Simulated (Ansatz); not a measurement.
# BH2SF (SMILES FBS) at 6 levels

Aim: a comparison of 6 runs (HF/STO-3G, BLYP/STO-3G, PBE0/STO-3G, UB3LYP/STO-3G, r2SCAN/STO-3G, RPA@PBE/STO-3G) of BH2SF. 

The results are computed with Ansatz 0.2.0.

65 further runs of the same task are left out: 65 set aside as unsound or not needed.

### 1 The structure to begin with

BH2SF: 5 atoms, total charge 0, spin state singlet. SMILES: `FBS`. The H5–S3 distance was set to 3.354 Å, away from the relaxed value. At this shape a bond of the SMILES string is far longer than usual.

Bond lengths: F1–B2 1.322 Å, B2–S3 1.794 Å, B2–H4 1.194 Å. Angles: F1–B2–S3 117.9°, F1–B2–H4 119.5°, S3–B2–H4 122.6°.

### 2 A single-point energy at HF/STO-3G (run 1)

Input file run.yaml:

```yaml
crystal:
  periodic: [false, false, false]
  atoms:
    - {symbol: F, position_ang: [-1.642607, -1.363556, -2.957726]}
    - {symbol: B, position_ang: [-0.936307, -0.796756, -1.994626]}
    - {symbol: S, position_ang: [0.448893, 0.240944, -2.467926]}
    - {symbol: H, position_ang: [-1.235507, -0.988556, -0.854826]}
    - {symbol: H, position_ang: [1.321400, 1.003700, 0.679600]}
basis:
  gaussian:
    orbitals: STO-3G
hamiltonian:
  xc: hf
accuracy: high
```

Run with:

```sh
$ ansatz run run.yaml --threads 1 --pin off --max-ram 2610MiB --events-out events.jsonl --progress --plain --runs-dir runs
```

Log:

```text
Warning: RAYON_NUM_THREADS=1 ignored (pool sized by the plan → 1); use --threads N
Functional definition: HF
  name "HF"
  exchange = exact_x
  correlation = 0
366 factors; integrals over basis functions are off by at most 2.9e-8 eV
mean field evaluation 1: about -14046.6297 eV, gradient 2.8e1 eV
mean field evaluation 2: about -14046.6795 eV, gradient 2.8e1 eV
mean field evaluation 4: about -14053.1765 eV, gradient 9.0e0 eV
mean field evaluation 8: about -14053.7806 eV, gradient 7.6e-2 eV
mean field evaluation 16: about -14053.7774 eV, gradient 2.7e-8 eV
mean field -14053.77741563 eV, -516.4667940318 hartree, gradient 2.7e-8 eV, S^2 0.000000; 0 other end points of the search recorded, 0 dependent functions left out
reference -14053.77741563 eV, -516.4667940318 hartree; 16, 16 occupied and 5, 5 virtual orbitals, 366 factors
Total energy: -14053.77741563 eV, -516.4667940318 hartree
```

Wall time 0.14 s (1 thread of Arm Neoverse V1, shared host).

### 3 A single-point energy at BLYP/STO-3G (run 2)

Input file in.yaml:

```yaml
crystal:
  periodic: [false, false, false]
  atoms:
    - symbol: F
      position_ang: [-1.642607, -1.363556, -2.957726]
    - symbol: B
      position_ang: [-0.936307, -0.796756, -1.994626]
    - symbol: S
      position_ang: [0.448893, 0.240944, -2.467926]
    - symbol: H
      position_ang: [-1.235507, -0.988556, -0.854826]
    - symbol: H
      position_ang: [1.321400, 1.003700, 0.679600]
basis:
  gaussian:
    orbitals: STO-3G
hamiltonian:
  xc: {name: BLYP}
accuracy: high
```

Run with:

```sh
$ ansatz run in.yaml --threads 1 --pin off --max-ram 2610MiB --events-out events.jsonl --progress --plain --runs-dir runs
```

Log:

```text
Warning: RAYON_NUM_THREADS=1 ignored (pool sized by the plan → 1); use --threads N
Functional definition: BLYP
  name "BLYP"
  parameter beta = 0.0042
  parameter a = 0.04918
  parameter b = 0.132
  parameter c = 0.2533
  parameter d = 0.349
  exchange = b88_x(beta = beta)
  correlation = lyp_c(a = a, b = b, c = c, d = d)
366 factors; integrals over basis functions are off by at most 2.9e-8 eV
mean field evaluation 1: about -14076.7003 eV, gradient 2.2e1 eV
mean field evaluation 2: about -14071.5686 eV, gradient 3.0e1 eV
mean field evaluation 4: about -14074.8097 eV, gradient 1.9e1 eV
mean field evaluation 8: about -14086.8727 eV, gradient 1.4e-1 eV
mean field evaluation 16: about -14085.8818 eV, gradient 1.5e0 eV
mean field -14086.87282598 eV, -517.6830279294 hartree, gradient 1.1e-8 eV, S^2 0.000000; 2 other end points of the search recorded, 0 dependent functions left out
reference -14086.87286322 eV, -517.6830292980 hartree; 16, 16 occupied and 5, 5 virtual orbitals, 366 factors
Total energy: -14086.87286322 eV, -517.6830292980 hartree
```

It took 2.1 s on 1 thread of Arm Neoverse V1, shared host; peak memory 0.096 GiB.

Runs 3 to 4 aren't shown in full; the table further down has their settings and results.

### 4 A single-point energy at r2SCAN/STO-3G (run 5)

Edit run.yaml of step 2 so:

```diff
@@ -12,3 +12,3 @@
 hamiltonian:
-  xc: hf
+  xc: r2scan
 accuracy: high
```

Run with:

```sh
$ ansatz run run.yaml --threads 1 --pin off --max-ram 2610MiB --events-out events.jsonl --progress --plain --runs-dir runs
```

Log:

```text
Warning: RAYON_NUM_THREADS=1 ignored (pool sized by the plan → 1); use --threads N
Functional definition: r2SCAN
  name "r2SCAN"
  parameter k0 = 0.174
  parameter k1 = 0.065
  parameter a1 = 4.9479
  exchange = r2scan_x(k0 = k0, k1 = k1, a1 = a1)
  correlation = r2scan_c
366 factors; integrals over basis functions are off by at most 2.9e-8 eV
mean field evaluation 1: about -14078.1872 eV, gradient 2.3e1 eV
mean field evaluation 2: about -14073.0738 eV, gradient 3.0e1 eV
mean field evaluation 4: about -14074.9450 eV, gradient 2.0e1 eV
mean field evaluation 8: about -14087.1845 eV, gradient 7.3e-4 eV
mean field evaluation 16: about -14063.2189 eV, gradient 5.5e1 eV
mean field -14087.18449444 eV, -517.6944815342 hartree, gradient 2.1e-8 eV, S^2 0.000000; 2 other end points of the search recorded, 0 dependent functions left out
reference -14087.18449483 eV, -517.6944815482 hartree; 16, 16 occupied and 5, 5 virtual orbitals, 366 factors
Total energy: -14087.18449483 eV, -517.6944815482 hartree
```

Wall time 5.4 s (1 thread of Arm Neoverse V1, shared host); peak memory 0.14 GiB.

### 5 The energy at RPA@PBE/STO-3G (run 6)

Input file molecule.yaml:

```yaml
crystal:
  periodic: [false, false, false]
  atoms:
    - {symbol: F, position_ang: [-1.642607, -1.363556, -2.957726]}
    - {symbol: B, position_ang: [-0.936307, -0.796756, -1.994626]}
    - {symbol: S, position_ang: [0.448893, 0.240944, -2.467926]}
    - {symbol: H, position_ang: [-1.235507, -0.988556, -0.854826]}
    - {symbol: H, position_ang: [1.321400, 1.003700, 0.679600]}
basis:
  gaussian:
    orbitals: STO-3G
hamiltonian:
  xc: pbe
correlation:
  method: rpa
  frozen_orbitals: {B: 1, F: 1, H: 0, S: 5}
accuracy: high
```

Run with:

```sh
$ ansatz run molecule.yaml --threads 1 --pin off --max-ram 2610MiB --events-out events.jsonl --progress --plain --runs-dir runs
```

Log, shortened:

```text
Warning: RAYON_NUM_THREADS=1 ignored (pool sized by the plan → 1); use --threads N
Functional definition: PBE
  name "PBE"
[...]
366 factors; integrals over basis functions are off by at most 2.9e-8 eV
[...]
mean field -14080.29127624 eV, -517.4411604377 hartree, gradient 3.4e-8 eV, S^2 0.000000; 3 other end points of the search recorded, 0 dependent functions left out; unrestricted orbitals would lower it
[...]
unrestricted determinant -14059.95306270 eV, -516.6937448757 hartree, S^2 1.0031
7 core orbitals not correlated: weight in the atoms' cores, before any rotation towards them, 1.000 or more for the frozen orbitals, at most 0.000 for the correlated occupied ones
reference -14053.02451980 eV, -516.4391256207 hartree; 9, 9 occupied and 5, 5 virtual orbitals, 366 factors
Total energy: -14063.22538297 eV, -516.8140004277 hartree
```

It took 3.3 s on 1 thread of Arm Neoverse V1, shared host; peak memory 0.1 GiB.

### 6 Overview of the runs

| run | level | frozen core orbitals | energy (Eh) | wall time |
| --- | --- | --- | --- | --- |
| 1 | HF/STO-3G | – | -516.466794 | 0.14 s |
| 2 | BLYP/STO-3G | – | -517.683029 | 2.1 s |
| 3 | PBE0/STO-3G | – | -517.484869 | 1.3 s |
| 4 | UB3LYP/STO-3G | – | -517.819401 | 4.2 s |
| 5 | r2SCAN/STO-3G | – | -517.694482 | 5.4 s |
| 6 | RPA@PBE/STO-3G | 7 | -516.814000 | 3.3 s |

### 7 Outcome

```
                               quantity          value
                    run 6: total energy  -516.81400 Eh
run 6: RPA correlation energy (valence)     -374.9 mEh
```

In words: Totals of different functionals can't be ranked against each other. In run 6 the log says that unrestricted orbitals would lower the reference, so the values rest on an unstable closed-shell determinant (other closed-shell runs at this shape may share the fault). In runs 1, 2, 3, 4, 5, 6 the basis is minimal, so the values are rough. Spin contamination of the reference: run 4 ⟨S²⟩ = 0.99. Where it is this large, the reference is a mixture of spin states, and values that rest on it are in doubt. All runs together took 16 s, the longest 5.4 s.
